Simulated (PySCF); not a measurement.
CF2O: core ionisation energies

Carbonyl fluoride, CF2O.
Geometry (PBE0-D3(BJ)/def2-SVP, Å), atoms numbered from 1 in this order:
```xyz
4
CF2O angstrom
O     -0.3473    1.0568    0.7936
C     -0.0629    0.0280    0.3117
F      0.9437   -0.7310    0.6569
F     -0.6988   -0.5626   -0.6650
```

Theory: delta-SCF UKS SCAN, pcX-2 on the ionised atom, pcseg-1 elsewhere, spin-free X2C in PySCF. Each binding energy is the total energy of the core-ionised species, with the hole localised on one atom, minus that of the ground state; both are solved self-consistently, so orbital relaxation is included.

Problem. Give the core binding energies atom by atom.

Solution. 
```
atom(s)                bonded to  level  binding energy (eV)  count
     O1          C (double bond)   O 1s               540.44      1
     C2  2 F and O (double bond)   C 1s               299.49      1
  F3/F4                        C   F 1s               695.57      2
```

Problem. Give the binding energy of O 1s of O1 in hartree and in kJ/mol.

Solution. 540.44 eV = 19.8608 Eh = 52145 kJ/mol.

The first atom of each set that the bonding makes equivalent was ionised and stands for the set. Isolated species at its PBE0-D3(BJ)/def2-SVP geometry, gas phase.
